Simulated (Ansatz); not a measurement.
# One shape, several levels: NH3S (SMILES NS)

Aim: a comparison of 6 runs (HF/STO-3G, CAM-B3LYP/STO-3G, UPBE/STO-3G, UPBE0/STO-3G, UMP2/STO-3G, CCSD/STO-3G) of NH3S. 

Program for the calculation: Ansatz 0.2.0.

57 further runs of the same task are left out: 2 that didn't finish, 55 set aside as unsound or not needed.

### Step 1. The system as given

NH3S has 5 atoms, charge 0, and is taken as a singlet. As SMILES, `NS`. The H3–N1 distance was set to 2.537 Å, away from the relaxed value. At this shape a bond of the SMILES string is far longer than usual.

Bond lengths: N1–S2 1.719 Å, N1–H4 1.015 Å, S2–H5 1.338 Å. Angles: N1–S2–H5 95.5°, S2–N1–H4 109.7°.

### Step 2. A single-point energy at HF/STO-3G (run 1)

File job.yaml:

```yaml
crystal:
  periodic: [false, false, false]
  atoms:
    - symbol: N
      position_ang: [-0.429453, 0.682502, -1.142370]
    - symbol: S
      position_ang: [-0.098423, 2.144272, -0.300340]
    - symbol: H
      position_ang: [0.015040, -1.300690, 0.375430]
    - symbol: H
      position_ang: [-1.402683, 0.665182, -1.429880]
    - symbol: H
      position_ang: [0.848747, 2.568342, -1.145530]
basis:
  gaussian:
    orbitals: STO-3G
accuracy: high
hamiltonian:
  xc: hf
```

On the command line:

```
$ ansatz run job.yaml --threads 1 --pin off --max-ram 2610MiB --events-out events.jsonl --progress --plain --runs-dir runs
```

What it wrote:

```text
Warning: RAYON_NUM_THREADS=1 ignored (pool sized by the plan → 1); use --threads N
Functional definition: HF
  name "HF"
  exchange = exact_x
  correlation = 0
287 factors; integrals over basis functions are off by at most 1.4e-8 eV
mean field evaluation 1: about -12194.7134 eV, gradient 1.5e1 eV
mean field evaluation 2: about -12194.7699 eV, gradient 1.5e1 eV
mean field evaluation 4: about -12197.7170 eV, gradient 4.6e0 eV
mean field evaluation 8: about -12197.8754 eV, gradient 8.3e-2 eV
mean field evaluation 16: about -12197.8738 eV, gradient 2.6e-8 eV
mean field -12197.87378671 eV, -448.2635936457 hartree, gradient 2.6e-8 eV, S^2 0.000000; 0 other end points of the search recorded, 0 dependent functions left out
reference -12197.87378671 eV, -448.2635936457 hartree; 13, 13 occupied and 4, 4 virtual orbitals, 287 factors
Total energy: -12197.87378671 eV, -448.2635936457 hartree
```

Wall time 0.1 s (1 thread of Arm Neoverse V1, shared host).

### Step 3. A single-point energy at CAM-B3LYP/STO-3G (run 2)

File run.yaml:

```yaml
crystal:
  periodic: [false, false, false]
  atoms:
    - {symbol: "N", position_ang: [-0.429453, 0.682502, -1.142370]}
    - {symbol: S, position_ang: [-0.098423, 2.144272, -0.300340]}
    - {symbol: H, position_ang: [0.015040, -1.300690, 0.375430]}
    - {symbol: H, position_ang: [-1.402683, 0.665182, -1.429880]}
    - {symbol: H, position_ang: [0.848747, 2.568342, -1.145530]}
basis:
  gaussian:
    orbitals: STO-3G
hamiltonian:
  xc: {name: CAM-B3LYP}
accuracy: high
```

On the command line:

```
$ ansatz run run.yaml --threads 1 --pin off --max-ram 2610MiB --events-out events.jsonl --progress --plain --runs-dir runs
```

What it wrote:

```text
Warning: RAYON_NUM_THREADS=1 ignored (pool sized by the plan → 1); use --threads N
Functional definition: CAM-B3LYP
  name "CAM-B3LYP"
  parameter alpha = 0.19
  parameter beta = 0.46
  parameter omega = 0.33/bohr
  parameter ac = 0.81
  exchange = (1 - alpha - beta)*b88_x + beta*b88_x_sr(omega) + alpha*exact_x + beta*exact_x_lr(omega)
  correlation = (1 - ac)*vwn5_c + ac*lyp_c
287 factors; integrals over basis functions are off by at most 1.4e-8 eV
137 factors; integrals over basis functions are off by at most 8.7e-10 eV
mean field evaluation 1: about -12217.1179 eV, gradient 3.0e1 eV
mean field evaluation 2: about -12215.0891 eV, gradient 2.2e1 eV
mean field evaluation 4: about -12224.3858 eV, gradient 3.5e0 eV
mean field evaluation 8: about -12224.4390 eV, gradient 2.5e0 eV
mean field evaluation 16: about -12224.4547 eV, gradient 1.7e-4 eV
mean field -12224.45466532 eV, -449.2404229174 hartree, gradient 4.9e-8 eV, S^2 0.000000; 0 other end points of the search recorded, 0 dependent functions left out
reference -12224.45467866 eV, -449.2404234078 hartree; 13, 13 occupied and 4, 4 virtual orbitals, 287 factors
Total energy: -12224.45467866 eV, -449.2404234078 hartree
```

It took 1 s on 1 thread of Arm Neoverse V1, shared host; peak memory 0.092 GiB.

Runs 3 to 5 aren't shown in full; the table further down has their settings and results.

### Step 4. The energy at CCSD/STO-3G (run 6)

File molecule.yaml:

```yaml
crystal:
  periodic: [false, false, false]
  atoms:
    - {symbol: N, position_ang: [-0.429453, 0.682502, -1.142370]}
    - {symbol: S, position_ang: [-0.098423, 2.144272, -0.300340]}
    - {symbol: H, position_ang: [0.015040, -1.300690, 0.375430]}
    - {symbol: H, position_ang: [-1.402683, 0.665182, -1.429880]}
    - {symbol: H, position_ang: [0.848747, 2.568342, -1.145530]}
basis:
  gaussian:
    orbitals: STO-3G
correlation:
  method: ccsd
  frozen_orbitals: {H: 0, "N": 1, S: 5}
accuracy: high
scf:
  omitted_lower_state_checks: [cluster_reference, increment]
```

On the command line:

```
$ ansatz run molecule.yaml --threads 1 --pin off --max-ram 2610MiB --events-out events.jsonl --progress --plain --runs-dir runs
```

What it wrote (excerpt; [...] marks lines left out):

```text
Warning: RAYON_NUM_THREADS=1 ignored (pool sized by the plan → 1); use --threads N
Functional definition: HF
  name "HF"
[...]
287 factors; integrals over basis functions are off by at most 1.4e-8 eV
[...]
mean field -12197.87378671 eV, -448.2635936457 hartree, gradient 2.6e-8 eV, S^2 0.000000; 0 other end points of the search recorded, 0 dependent functions left out; unrestricted orbitals would lower it
6 core orbitals not correlated: weight in the atoms' cores, before any rotation towards them, 1.000 or more for the frozen orbitals, at most 0.000 for the correlated occupied ones
reference -12197.87378671 eV, -448.2635936457 hartree; 7, 7 occupied and 4, 4 virtual orbitals, 287 factors
second order -5.57317799 eV of doubles, -0.00000000 eV of singles
cycle   1  -4.50926599 eV  change    -1.6e0 eV  update   1.6e-1
[...]
cycle  35  -7.84898766 eV  change   2.7e-10 eV  update  1.4e-10
WARN: these amplitudes may be one of several solutions (largest doubles amplitude 0.73, level shift 11.26 eV)
Total energy: -12205.72277436 eV, -448.5520386218 hartree
Checks for a lower state left out: cluster_reference, increment
```

Wall time 0.14 s (1 thread of Arm Neoverse V1, shared host).

### Step 5. The series

| run | level | frozen core orbitals | energy (Eh) | wall time |
| --- | --- | --- | --- | --- |
| 1 | HF/STO-3G | – | -448.263594 | 0.1 s |
| 2 | CAM-B3LYP/STO-3G | – | -449.240423 | 1 s |
| 3 | UPBE/STO-3G | – | -449.121883 | 3.3 s |
| 4 | UPBE0/STO-3G | – | -449.190074 | 5.1 s |
| 5 | UMP2/STO-3G | 6 | -448.529545 | 0.24 s |
| 6 | CCSD/STO-3G | 6 | -448.552039 | 0.14 s |

### Step 6. Outcome

| quantity | value |
| --- | --- |
| run 6: total energy | -448.55204 Eh |
| run 6: correlation energy (6 core orbitals frozen) | -288.4 mEh |
| run 6: T1 diagnostic | 0.051 |

In words: Below the HF energy at the same shape and in the same basis (STO-3G): UMP2 -266.0 mEh; CCSD -288.4 mEh. Some of these start from another determinant than that one, so these aren't their correlation energies. Totals of different functionals can't be ranked against each other. In run 6 the T1 diagnostic is large, so a single reference may not serve. In run 6 the log says that unrestricted orbitals would lower the reference, so the values rest on an unstable closed-shell determinant (other closed-shell runs at this shape may share the fault). In runs 1, 2, 3, 4, 5, 6 the basis is minimal, so the values are rough. In runs 1, 2, 6 a closed-shell determinant meets a far-stretched bond, which it describes badly. Spin contamination of the reference: run 5 ⟨S²⟩ = 1.00, run 4 ⟨S²⟩ = 0.98, run 3 ⟨S²⟩ = 0.95. Where it is this large, the reference is a mixture of spin states, and values that rest on it are in doubt. All runs together took 9.9 s, the longest 5.1 s.
